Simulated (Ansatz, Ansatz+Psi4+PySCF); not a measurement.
```yaml
atoms:
  - { symbol: C, position_ang: [0.0000, 0.0000, -0.4951] }
  - { symbol: N, position_ang: [0.0000, 0.0000, 0.6311] }
  - { symbol: H, position_ang: [0.0000, 0.0000, -1.5641] }
```

Basis set: cc-pVTZ (spherical functions). Left uncorrelated: 2 orbitals. Charge 0, multiplicity 1.

Computed with Ansatz (development build ahead of 0.2.0); each method stands on the lowest determinant of its kind that the runs found. Restricted open shells among the atoms or ions are ROHF, correlated in semicanonical orbitals with singles.

Q: Give the atomization energy at this shape (free ground-state atoms in the same class of orbitals less the molecule, no zero-point energy) of singlet CHN by RHF-CCSD(T), RHF-MP2, RHF.

A:

```
     method  atomization energy
RHF-CCSD(T)            12.99 eV
    RHF-MP2            13.49 eV
        RHF             8.88 eV
```
